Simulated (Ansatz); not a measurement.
# A barrier at the coupled-cluster level

Start structure (BH3O, singlet), relaxed at PBE0-D4/def2-TZVP:

```tsv
atom	x (Å)	y (Å)	z (Å)
B1	0.1502	0.3916	-0.0368
H2	0.3810	0.5676	1.1295
O3	-0.3716	-0.7749	-0.4651
H4	-0.5252	-1.4081	0.2407
H5	0.3656	1.2239	-0.8683
```

The step: BH₃O ([BH2][OH]) → BHO ([BH][O]) + H₂; bonds formed: H2–H4; bonds broken: B1–H2, O3–H4. Ansatz 0.2.0; basis: def2-TZVPP and def2-QZVPP; cores frozen in the correlated methods. Extrapolation: Hartree–Fock as exp(−7.88 √X), correlation as X^−2.97. Energies below are by CCSD(T) at an estimated basis limit (MP2 extrapolated from triple and quadruple zeta, plus CCSD(T) − MP2 in triple zeta).

What are the electronic barrier and the energy of the step, from the start structure to the end structure? (Judge from chemistry; the value comes from the calculation.)

Computed: Barrier 255.0 kJ/mol; step energy 60.9 kJ/mol (uphill); reverse barrier, their difference, 194.1 kJ/mol. Barrier and step energy count from the start structure, the reverse barrier from the end structure.

The saddle point: One imaginary mode of 1731i cm⁻¹.
```csv
pair,start (Å),saddle (Å),end (Å)
H2–H4,2.35,1.00,0.75
B1–H2,1.20,1.43,4.55
O3–H4,0.96,1.36,2.65
```

Zero-point energy (harmonic, PBE0-D4): ZPE is 93.0 kJ/mol at the start and 74.7 kJ/mol at the saddle, so the barrier goes from 255.0 to 236.7 kJ/mol.

First-order rate constant out of the start structure at 698 K by transition-state theory, with harmonic vibrational free energies alone and no tunnelling: ΔA‡ = 237.1 kJ/mol, so k = (kB T/h) exp(−ΔA‡/kB T) ≈ 10^-5 s⁻¹ (an order of magnitude at best: rotation, the number of equivalent paths and anharmonicity are left out).

The T1 diagnostic stays at or below 0.021.

Labels in which every atom is bracketed show which atoms are joined, not bond orders.

For scale, one of the runs: CCSD(T)/def2-TZVPP, 104 basis functions, launched by `ansatz run in.yaml --threads 2 --pin off --events-out ev --progress --plain --max-ram 4352MiB`. Hardware: 2 CPU threads of an Arm Neoverse V2, shared host. Wall time about 2.1 s.
